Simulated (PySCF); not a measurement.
Fill in the blanks.

Species: 2-oxazoline, C₃H₅NO.
Atom-mapped SMILES: `[CH:1]1=[N:2][CH2:3][CH2:4][O:5]1` (hydrogens: H6 on C1; H7, H8 on C3; H9, H10 on C4)

| property | level | value |
| --- | --- | --- |
| point group | PBE0-D3(BJ)/def2-TZVP | ? |
| rotational constants A, B, C | PBE0-D3(BJ)/def2-TZVP | 8.599, 8.233, 4.439 GHz |
| dipole moment | B97-2/pcSseg-2 | ? |
| HOMO energy | B97-2/pcSseg-2 | ? |
| LUMO energy | B97-2/pcSseg-2 | ? |
| 13C chemical shifts (computed TMS as zero) by class | GIAO B97-2/pcSseg-2 | 162.5 (C1), 70.0 (C4), 59.1 (C3) ppm |
| 1H chemical shifts (computed TMS as zero) by class | GIAO B97-2/pcSseg-2 | 6.59 (H6), 4.11 (H9/H10), 3.93 (H7/H8) ppm |
| isotropic shieldings of nuclei other than C and H, by class | GIAO B97-2/pcSseg-2 | 10 (N2), 148 (O5) ppm |

Gas-phase values; electronic properties from PySCF, density fitting. Isolated species at its PBE0-D3(BJ)/def2-TZVP geometry, gas phase.

(1) Give the point group.

(2) Give the HOMO energy.

(3) The LUMO energy?

(4) Give the dipole moment.

## Answers

(1) Cs.

(2) -7.04 eV.

(3) 0.34 eV.

(4) 1.76 D.

The rotational constants make it an asymmetric top with κ = (2B − A − C)/(A − C) = 0.82, nearer the oblate limit (+1). With B = h/(8π²I), that is 505.379 GHz u Å² over I, the principal moments of inertia are 58.8, 61.4 and 113.8 u Å² (most abundant isotopes). The dipole equals about 5.9 × 10⁻³⁰ C·m (1 D = 3.33564 × 10⁻³⁰ C·m).
